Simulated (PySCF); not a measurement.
O2: one state, many levels of theory

State: triplet, unpaired electrons π ↑↑. Set-up: O def2-TZVPP; no relativity (PySCF 2.14). De refers to O + O in their high-spin ground configurations, without counterpoise correction. The functionals are run spin-unrestricted.

```
      Level  Re (Å)  ωe (cm⁻¹)  De (eV)
        UHF   1.158       1968     1.54
    UHF-MP2   1.223       1464     5.46
UHF-SCS-MP2   1.210       1560     4.96
   UHF-CCSD   1.200       1667     4.62
UHF-CCSD(T)   1.212       1586     4.94
        LDA   1.204       1622     7.59
        PBE   1.219       1556     6.25
       PW91   1.218       1554     6.23
       BP86   1.221       1542     6.17
     r²SCAN   1.207       1624     5.63
       PBE0   1.193       1714     5.40
       MN15   1.195       1732     5.29
  CAM-B3LYP   1.195       1704     5.40
```

Task: What are the measured Re and ωe, and which levels come closest?

Result: Re = 1.20752 Å and ωe = 1580.193 cm⁻¹ (Huber and Herzberg, Constants of Diatomic Molecules (1979)). Closest are r²SCAN for the length (off by -0.001 Å) and UHF-CCSD(T) for the frequency (off by 0.3 %).

```csv
Level,error in Re (pm),error in ωe (%)
UHF,-4.9,24.5
UHF-MP2,1.5,-7.4
UHF-SCS-MP2,0.3,-1.3
UHF-CCSD,-0.7,5.5
UHF-CCSD(T),0.4,0.3
LDA,-0.4,2.7
PBE,1.1,-1.5
PW91,1.1,-1.6
BP86,1.4,-2.4
r²SCAN,-0.1,2.8
PBE0,-1.5,8.5
MN15,-1.3,9.6
CAM-B3LYP,-1.3,7.8
```

Correlated steps freeze 2 core orbitals. The state was picked by a PBE0 search and need not be the measured ground state.
